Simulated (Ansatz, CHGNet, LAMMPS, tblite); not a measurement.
# Wurtzite CdS, lattice parameter c

Reference value: 6.714 Å (measured, temperature not stated, not corrected to a static lattice; as tabulated in Biswas et al. (2022), arXiv:2106.08875).

```json
[
 {"level (code)": "ionic model fan2014 (rigid ions, LAMMPS)", "value (Å)": "6.634", "difference (%)": "-1.19"},
 {"level (code)": "GFN2-xTB (tblite)", "value (Å)": "6.935", "difference (%)": "+3.29"},
 {"level (code)": "CHGNet 0.3.0", "value (Å)": "6.918", "difference (%)": "+3.04"},
 {"level (code)": "LDA (Ansatz)", "value (Å)": "6.639", "difference (%)": "-1.12"},
 {"level (code)": "PBE (Ansatz)", "value (Å)": "6.830", "difference (%)": "+1.73"},
 {"level (code)": "PBE-D3(BJ) (Ansatz)", "value (Å)": "6.745", "difference (%)": "+0.46"},
 {"level (code)": "PBE-D4 (Ansatz)", "value (Å)": "6.745", "difference (%)": "+0.46"},
 {"level (code)": "r²SCAN (Ansatz)", "value (Å)": "6.766", "difference (%)": "+0.77"},
 {"level (code)": "r²SCAN-D4 (Ansatz)", "value (Å)": "6.741", "difference (%)": "+0.40"},
 {"level (code)": "LC-ωPBE (Ansatz)", "value (Å)": "6.683", "difference (%)": "-0.46"},
 {"level (code)": "r²SCANh (Ansatz)", "value (Å)": "6.756", "difference (%)": "+0.63"},
 {"level (code)": "Hartree–Fock (Ansatz)", "value (Å)": "6.940", "difference (%)": "+3.37"}
]
```

The reference's temperature isn't stated, so close values are not ranked against it. Off by more than 1.75 %, or 2.45 % on the side where a correction would as a rule narrow the miss (bounds picked here): Hartree–Fock (+3.37 %), GFN2-xTB (+3.29 %), CHGNet 0.3.0 (+3.04 %).

The measured value isn't corrected to a static lattice, so vibrations enter the comparison.  GFN2-xTB: the method was fitted mainly to molecules. GFN2-xTB: the run uses a supercell at the zone centre in place of a k mesh. Cutoffs and k meshes differ between the levels. Ansatz's density-functional and Hartree–Fock values are scalar-relativistic unless marked +SOC, with PAW data made under PBE.

Empirical potentials (ionic model fan2014) are fitted to chosen data: where that held the value shown, agreement is built in, and what lay outside the fit can be far off. Machine-learned potentials (CHGNet 0.3.0) are trained on DFT data: a solid inside that data is no test of them.

Differences are worked out from the printed values.

Ansatz is a quantum-chemistry and plane-wave program.
